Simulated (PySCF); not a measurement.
Gas-phase reaction: 3 (CH3)3Si ⇌ SiH3 + C3H4 (allene) + 2 (CH3)3SiH

Energies from PySCF (xtb for GFN2), thermal terms from the rigid-rotor harmonic-oscillator model, ideal gas at 1 bar. † marks an energy on the PBE0/def2-TZVP geometry and frequencies; other levels use their own. MP2 and CCSD(T) freeze the core. 6-31G* has spherical d functions here. Open shells (unrestricted): (CH3)3Si (multiplicity 2), SiH3 (multiplicity 2); the rest are closed-shell singlets. GFN2 has no spin-polarisation term. (CH3)3Si: computed as isolated molecules; such fragments, hydroxides, amides, oligomers or adducts are transient or little studied in the gas. MP2 isn't extrapolated to the basis-set limit; its ΔH°(298 K) is 14.0 kJ in def2-SVP and 23.7 kJ in def2-TZVPP. CCSD(T) isn't extrapolated to the basis-set limit. The harmonic model lacks anharmonicity and excited electronic states, which grow with temperature; levels with a mode under 35 cm⁻¹ are left out. Internal rotation in (CH3)3Si, (CH3)3SiH is treated as a harmonic vibration of one conformer, which makes the entropy rough.

| level | ΔE electronic, kJ | ΔH°(298 K), kJ | ΔS°(298 K), J/K | ΔG°(1000 K), kJ |
|---|---|---|---|---|
| CCSD(T)/def2-SVP† | 24 | -13 | 110 | -120 |
| GFN2-xTB | -133 | -180 | 110 | -293 |
| HF/6-31G* | 76 | 37 | 112 | -73 |
| HF/def2-TZVP† | 63 | 25 | 110 | -82 |
| MP2/def2-SVP† | 51 | 14 | 110 | -94 |
| PBE0/def2-SVP† | 78 | 40 | 110 | -67 |
| r2SCAN/def2-TZVP† | 78 | 40 | 110 | -67 |
| ωB97M-V/def2-TZVP† | 30 | -7 | 110 | -115 |
ΔH° is lowest at GFN2-xTB and highest at PBE0/def2-SVP†. No reference value is set beside these.
